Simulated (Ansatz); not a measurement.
Mulliken charges of C3H4F2O, SMILES `C=CC(O)(F)F` from PBE/def2-TZVPP in Ansatz (PBE0-D4/def2-TZVP geometry).

```tsv
atom	x (Å)	y (Å)	z (Å)	charge (e)
C1	-0.237	-1.549	0.323	-0.175
C2	-0.420	-0.283	0.652	-0.157
C3	0.116	0.865	-0.135	0.374
O4	0.814	0.473	-1.221	-0.242
F5	-0.911	1.689	-0.506	-0.160
F6	0.896	1.650	0.668	-0.160
H7	0.329	-1.825	-0.559	0.107
H8	-0.648	-2.346	0.930	0.105
H9	-0.982	0.014	1.530	0.107
H10	1.126	1.260	-1.681	0.201
```

By hand: the dipole of these point charges (1 e Å = 4.8032 D).

Σ q r = (0.045, -0.197, -0.076) e Å, of length 0.216 e Å = 1.04 D.

How does the dipole of the full density compare? (Best estimate.)

The calculation gave: (0.055, -0.175, -0.092) e Å, 0.99 D; the point charges give 1.05 times that, at 7° from its direction.

Point charges leave out the atoms' own dipoles, such as those of lone pairs, and Mulliken's split depends on the basis, so the close match here is no proof of good charges.
